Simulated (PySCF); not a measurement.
Start geometry of `P` (PH3) from GFN2-xTB (Å):
```
atom  x, y, z in Å
P1     0.019   -0.022    0.575
H2    -0.564    1.004   -0.208
H3     1.138   -0.019   -0.198
H4    -0.555   -0.989   -0.202
```

What comes out of this run: PBE0-D3(BJ)/def2-SVP geometry optimisation, gas phase (PySCF)?

```
atom  x, y, z in Å
P1     0.026   -0.041    0.476
H2    -0.599    1.021   -0.247
H3     1.199   -0.004   -0.337
H4    -0.590   -1.049   -0.327
```

The energy falls by 0.111 eV over 4 energy and gradient evaluations, the largest force component goes from 0.0323 to 7.8e-05 Eh/bohr, and the atoms move by 0.051 Å rms after alignment. The bond that changes most is P1–H3 (phosphine phosphorus to P–H hydrogen), which lengthens by 0.069 Å. Bonds longer at the end by more than 0.005 Å: 3 of 3; shorter: 0. Rotational constants go from 141521, 137137, 127936 to 131470, 131450, 116795 MHz. The orientation of the end geometry is arbitrary; only internal coordinates are fixed.

The run used 33 basis functions and 22 SCF cycles in all. On an Intel Xeon Platinum 8488C with one thread, no GPU, shared host with 96 logical CPUs at a one-minute load of 21, this took 1.1 s of wall time and 0.25 GiB of memory at its peak.

No PBE0-D3(BJ)/def2-SVP frequencies stand behind this structure, so it isn't proved a minimum.
